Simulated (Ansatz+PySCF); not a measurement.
**singlet MgCl₂: levels of theory in one basis**

```
atom   x (Å)   y (Å)    z (Å)
  Cl  0.0000  0.0000  -2.1930
  Mg  0.0000  0.0000   0.0000
  Cl  0.0000  0.0000   2.1930
```

Basis set: def2-SVP (spherical functions). Frozen core: 11 orbitals. Charge 0, multiplicity 1.

Computed with Ansatz (development build ahead of 0.2.0); each method stands on the lowest determinant of its kind that the runs found. NEVPT2 correlates all electrons. Active spaces start from the frontier orbitals, and the lowest solution found is given.

```json
{"method": "RHF", "E − E(RHF) (eV)": "0.00", "<S²> of the determinant": "0.00"}
{"method": "RHF-MP2", "E − E(RHF) (eV)": "-7.99", "<S²> of the determinant": "–"}
{"method": "RHF-CCSD", "E − E(RHF) (eV)": "-8.66", "<S²> of the determinant": "–"}
{"method": "CASSCF(2,2)", "E − E(RHF) (eV)": "-0.21", "<S²> of the determinant": "–"}
{"method": "SC-NEVPT2(2,2)", "E − E(RHF) (eV)": "-8.45", "<S²> of the determinant": "–"}
```

**Question.** What does RHF-CCSD(T) give on the same scale?

**Answer.** -8.82 eV.

**Question.** Is a single determinant a sound starting point here?

**Answer.** By this sign, yes. Unrestricted orbitals gain 0.00 eV and <S²> is 0.00 against 0.00 for a pure state. The CASSCF(2,2) natural occupations are 1.99, 0.01.

Caution for CASSCF(2,2): other starts end on other solutions of this active space.
